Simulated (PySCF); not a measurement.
# Molecular orbitals of HF⁺

CAM-B3LYP at R = 1.011 Å; H 6-31G(d,p), F 6-31G(d,p); no relativity (PySCF 2.14). State: ²Π (doublet), unpaired electrons π ↑. Only the outer orbitals are listed, counted within each symmetry.

| spin | orbital | occ. | ε (eV) | on H (%) | main shells (%) |
| --- | --- | --- | --- | --- | --- |
| α | 2σ | 1 | -50.75 | 4 | 94 F s |
| α | 3σ | 1 | -31.39 | 14 | 81 F p, 13 H s |
| α | 1π | 1 | -31.04 | 0 | 100 F p |
| α | 1π | 1 | -28.50 | 0 | 100 F p |
| α | 4σ | 0 | -8.39 | 96 | 95 H s |
| α | 5σ | 0 | 9.59 | 80 | 79 H s, 12 F d, 11 F p |
| α | 2π | 0 | 18.29 | 3 | 96 F p |
| β | 2σ | 1 | -48.26 | 5 | 92 F s |
| β | 3σ | 1 | -30.49 | 15 | 79 F p, 15 H s |
| β | 1π | 1 | -27.54 | 0 | 100 F p |
| β | 1π | 0 | -18.69 | 0 | 100 F p |
| β | 4σ | 0 | -8.16 | 94 | 93 H s, 9 F p |
| β | 5σ | 0 | 9.65 | 81 | 80 H s, 11 F d, 11 F p |

Problem. Which are the highest filled and the lowest empty level, where do they sit, and how wide is the gap?

Solution. Highest filled β 1π at -27.54 eV (in %: 100 F p); lowest empty β 1π at -18.69 eV (in %: 100 F p); the gap at CAM-B3LYP is 8.85 eV. Both belong to one degenerate shell, split only by its one-sided filling, so this is no excitation gap.

```
bond order (Mayer)                                                                                                : 0.64
⟨S²⟩                                                                                                              : 0.752
charge on H (Mulliken, basis-dependent)                                                                           : 0.60
charge on H (Löwdin, basis-dependent)                                                                             : 0.41
dipole moment (positive dipole points towards F; it is taken about the centre of mass and depends on that origin) : -2.67 D
polarisability along the bond                                                                                     : 3.4 bohr³
polarisability across the bond                                                                                    : 1.6 bohr³
```

The state was picked by a PBE0 search and need not be the measured ground state.
